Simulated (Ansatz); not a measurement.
# BH₄ (doublet): the correlation ladder at distance B1–H4 along a hydrogen transfer = 1.643 Å, 6-31G

How much of the correlation energy of BH₄ (doublet) does each wave-function method recover here?

Computed with Ansatz 0.2.0, Gaussian basis. Level: 6-31G, core rule «outside noble gas», up to 1 orbitals frozen.

The runs, in order: UHF; CCSD(T) on ROHF; CCSD(T) on UHF; BCCD(T) on ROHF; CISD; CCSDT(Q) on ROHF; CCSDT(Q) on UHF; CISDTQ; CCSDTQ on ROHF; CCSDTQ on UHF; CASSCF and MRCISD+Q, 3 electrons in 3 orbitals; CASSCF and NEVPT2, 3 electrons in 3 orbitals; CASSCF and MRCISD+Q, 7 electrons in 8 orbitals; CASSCF and NEVPT2, 7 electrons in 8 orbitals; Full CI.

7 further runs of the same task are left out: 4 that didn't finish, 3 set aside as unsound or not needed.

## 1. The system

The geometry derives from fragments relaxed apart (PBE0/def2-TZVP) and kept rigid, so it is no stationary point. A hydrogen atom is moved between rigid fragments.

5 atoms, charge 0, spin multiplicity 2.

Atoms are counted from 1 here; the program's logs count them from 0.

Bond lengths: B1–H2 1.193 Å, B1–H3 1.193 Å, H4–H5 0.820 Å. Angles: H2–B1–H3 120.0°.

## 2. UHF

Contents of in.yaml:

```yaml
crystal:
  periodic: [false, false, false]
  atoms:
    - {symbol: B, position_ang: [-0.197784, 0.000000, 0.000000]}
    - {symbol: H, position_ang: [-0.794517, 1.033571, 0.000000]}
    - {symbol: H, position_ang: [-0.794517, -1.033571, 0.000000]}
    - {symbol: H, position_ang: [1.445216, 0.000000, 0.000000]}
    - {symbol: H, position_ang: [2.265216, 0.000000, 0.000000]}
basis:
  gaussian: {orbitals: 6-31G}
magnetization: {spin_polarized: true, initial_magnetization: 1}
hamiltonian: {xc: hf}
output: {orbitals: {seedname: orbitals}}
```

The run is started by

```sh
$ ansatz run in.yaml --threads 1 --pin off --events-out ev --progress --plain --max-ram 2393MiB
```

The runs that follow: CCSD(T) on ROHF; CCSD(T) on UHF; BCCD(T) on ROHF; CISD; CCSDT(Q) on ROHF; CCSDT(Q) on UHF; CISDTQ; CCSDTQ on ROHF; CCSDTQ on UHF; CASSCF and MRCISD+Q, 3 electrons in 3 orbitals; CASSCF and NEVPT2, 3 electrons in 3 orbitals; CASSCF and MRCISD+Q, 7 electrons in 8 orbitals; CASSCF and NEVPT2, 7 electrons in 8 orbitals; Full CI.

Before running them: what should the planned runs give, taken together? Wanted: FCI below the RHF energy; RMP2 from FCI; UMP2 from FCI; RCCSD from FCI; RCCSD(T) from FCI; UCCSD(T) from FCI; RCCSDT(Q) from FCI; UCCSDT(Q) from FCI; NEVPT2 pair from FCI.

The runs gave:

| quantity | value |
| --- | --- |
| FCI below the RHF energy | -2.3880 eV |
| RMP2 from FCI | +661.1 meV |
| UMP2 from FCI | +642.4 meV |
| RCCSD from FCI | +36.4 meV |
| RCCSD(T) from FCI | +10.4 meV |
| UCCSD(T) from FCI | +11.0 meV |
| RCCSDT(Q) from FCI | +0.2 meV |
| UCCSDT(Q) from FCI | +0.1 meV |
| NEVPT2 pair from FCI | +480.0 meV |
| MRCISD+Q pair from FCI | +3.4 meV |
| NEVPT2 valence from FCI | +213.4 meV |
| levels within 1 kcal/mol (43 meV) | RCCSD, UCCSD, RCCSD(T), UCCSD(T), BCCD(T), RCCSDT, UCCSDT, CISDTQ, RCCSDT(Q), UCCSDT(Q), RCCSDTQ, UCCSDTQ, MRCISD+Q pair, MRCISD valence, MRCISD+Q valence |
| T1 diagnostic | 0.022 |
| effectively unpaired electrons | 1.02 |

What this shows: RCCSD(T) misses by +10.4 meV, 0.4 % of the correlation energy. One determinant dominates. Of the multireference levels listed MRCISD+Q pair comes nearest in total energy (+3.4 meV), which doesn't show that its space is the better one. These misses are within one basis, not against nature; the frozen cores of restricted and unrestricted runs differ, which can shift their rows.
